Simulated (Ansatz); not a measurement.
# BSiNH+ (triplet): the correlation ladder, cc-pVDZ

An exercise on one series of results from a longer session: the logs are not shown, and one member is left open.

Computed with Ansatz 0.2.0, Gaussian basis. Level: cc-pVDZ, core rule «outside noble gas», up to 7 orbitals frozen.

To be run: UHF; CCSD(T) on ROHF; CCSD(T) on UHF; BCCD(T) on ROHF; CISD; CCSDT(Q) on ROHF; CCSDT(Q) on UHF; CASSCF and NEVPT2, 10 electrons in 10 orbitals.

17 further runs of the same task are left out: 5 that didn't finish, 12 set aside as unsound or not needed.

## What is computed

The geometry is a PBE0/def2-TZVP stationary point (not a proven minimum) of the parent state, kept for this charge and spin.

4 atoms, charge 1, spin multiplicity 3.

Atoms are counted from 1 here; the program's logs count them from 0.

Bond lengths: B1–N2 1.375 Å, B1–Si3 1.996 Å, N2–Si3 1.766 Å, N2–H4 1.011 Å. Angles: N2–B1–Si3 59.8°, B1–N2–Si3 77.8°, B1–N2–H4 141.7°, Si3–N2–H4 140.4°, B1–Si3–N2 42.3°.

The first run:

File in.yaml:

```yaml
crystal:
  periodic: [false, false, false]
  atoms:
    - {symbol: B, position_ang: [0.000000, -0.897712, 0.910090]}
    - {symbol: N, position_ang: [0.000000, 0.476424, 0.875935]}
    - {symbol: Si, position_ang: [0.000000, 0.061811, -0.840355]}
    - {symbol: H, position_ang: [0.000000, 1.285841, 1.482090]}
basis:
  gaussian: {orbitals: cc-pVDZ}
total_charge: 1
magnetization: {spin_polarized: true, initial_magnetization: 2}
hamiltonian: {xc: hf}
output: {orbitals: {seedname: orbitals}}
```

Launch:

```bash
ansatz run in.yaml --threads 1 --pin off --events-out ev --progress --plain --max-ram 2393MiB
```

Steps of the session up to this table: UHF; CCSD(T) on ROHF; CCSD(T) on UHF; BCCD(T) on ROHF; CISD; CCSDT(Q) on ROHF; CCSDT(Q) on UHF; CASSCF and NEVPT2, 10 electrons in 10 orbitals.

One of the session's tables, all rows but one given; the rest of the session is left out.

It belongs to the step «Misses and costs». 

| method | from UCCSDT(Q) (kJ/mol) |
| --- | --- |
| ROHF | +837.6 |
| UHF | +815.6 |
| RMP2 | ? |
| UMP2 | +109.2 |
| CISD | +115.3 |
| RCCSD | +40.9 |
| UCCSD | +40.4 |
| RCCSD(T) | +6.7 |
| UCCSD(T) | +6.9 |
| BCCD(T) | +6.3 |
| RCCSDT | +3.4 |
| UCCSDT | +3.3 |
| RCCSDT(Q) | +0.4 |
| UCCSDT(Q) | 0 |
| CASSCF frontier | +520.3 |
| NEVPT2 frontier | +144.1 |

Q: Estimate the row for RMP2 from the others.

As computed: from UCCSDT(Q) (kJ/mol): +105.8. In the column «from UCCSDT(Q) (kJ/mol)» it lies between RCCSD (+40.9) and UMP2 (+109.2).

To keep in mind: Restricted and unrestricted rows rest on different reference determinants; where their highest levels disagree by more than a few hundredths of an eV, they describe different states and don't form one ladder.
